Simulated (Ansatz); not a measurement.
Candidate structures of Si, relaxed level by level: Si (I4/mmm, No. 139, 4 atoms in the cell; start mp-999200; another form than the element's usual one); Si (model structure, I-43m, No. 217, 23 atoms in the cell); Si (model structure, started from the Ge type, P4₃2₁2, No. 96, 12 atoms in the cell); diamond-structure Si. Levels: LDA in Ansatz (plane waves, PAW), PBEsol (plane waves, PAW; Ansatz, a quantum-chemistry and plane-wave program), r²SCAN in Ansatz (PAW).

Problem. Rank the structures in energy at 0 K, level by level.

Solution. Lowest: LDA, diamond-structure Si; PBEsol, diamond-structure Si; r²SCAN, diamond-structure Si. Energies above the lowest of these candidates, meV/atom:

| structure | LDA | PBEsol | r²SCAN |
|---|---|---|---|
| diamond-structure Si | 0 | 0 | 0 |
| Si (model structure, I-43m, No. 217, 23 atoms in the cell) | 96 | 88 | 108 |
| Si (I4/mmm, No. 139, 4 atoms in the cell; start mp-999200; another form than the element's usual one) | 114 | 110 | 117 |
| Si (model structure, started from the Ge type, P4₃2₁2, No. 96, 12 atoms in the cell) | 126 | 121 | 204 |

All these levels agree on the lowest structure.

Started from a measured cell: diamond-structure Si.

Static-lattice energies; unlike cells have unlike k meshes, which leaves some meV/atom of uncertainty, and other structures than these can lie lower.

Note: the relaxation could not lower the start's symmetry, so the cell can be a saddle point above a distorted one.

A model structure was made by putting elements into a prototype or built by hand; it is no filed structure, need not be a known phase, and can be a saddle point held by its symmetry.

A start named mp-… is a Materials Project structure, which need not be a measured phase.
